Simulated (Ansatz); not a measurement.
# Mo, bcc: how the functional moves the structure

All rows: Ansatz, plane waves with scalar-relativistic PAW, 420 eV (500 eV for the SCAN forms), relaxed under each functional, no dispersion correction, no zero-point motion. B₀ comes from uniform scaling at fixed shape; a dash is a value not given.

The measured cell (COD entry 9008543) has a = 3.147 Å, 15.59 Å³/atom.

```
functional  V (Å³/atom)         cell  B₀ (GPa)     magnetic state
       PBE        15.82  a = 3.163 Å       259  spin not included
    r²SCAN        15.67  a = 3.153 Å       272  spin not included
    PBEsol        15.36  a = 3.132 Å       280  spin not included
       LDA        15.09  a = 3.113 Å       291  spin not included
    revPBE        15.97  a = 3.173 Å       252  spin not included
      RPBE        16.03  a = 3.177 Å       249  spin not included
      BLYP        16.43  a = 3.203 Å       233  spin not included
```

LDA gives the smallest volume and BLYP the largest.
